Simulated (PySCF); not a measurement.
CCl4, SMILES ClC(Cl)(Cl)Cl. Atoms are numbered in the order given.

```xyz
5

Cl     1.0311     1.0311    -1.0311
C      0.0000     0.0000     0.0000
Cl    -1.0311     1.0311     1.0311
Cl    -1.0311    -1.0311    -1.0311
Cl     1.0311    -1.0311     1.0311
```

Coordinates come from a B3LYP-D3(BJ)/def2-SVP optimisation.

Two levels are set side by side: PBE/pcSseg-1 (PySCF) and HF/pcSseg-1 (PySCF). GIAO shifts against HCl (³⁵Cl), TMS (¹³C) at the same level; non-relativistic, no solvent, atoms listed together averaged. Without spin–orbit terms, shifts of atoms bonded to Cl or Br come out too high at both levels. Differences are taken from unrounded values.

```csv
quantity,PBE
"δ(³⁵Cl) of Cl1, Cl3, Cl4, Cl5 (ppm)",711.5
δ(¹³C) of C2 (ppm),151.6
```

**Question.** These are the PBE values. What does HF give? (Estimate from the structure and the level; the computed values follow.)

**Answer.** 
```csv
quantity,HF,PBE minus HF
"δ(³⁵Cl) of Cl1, Cl3, Cl4, Cl5 (ppm)",529.4,182.1
δ(¹³C) of C2 (ppm),117.9,33.7
```

Rough cost on one machine, each run with all the roots and properties that it gave: HF against PBE within a factor of 2.
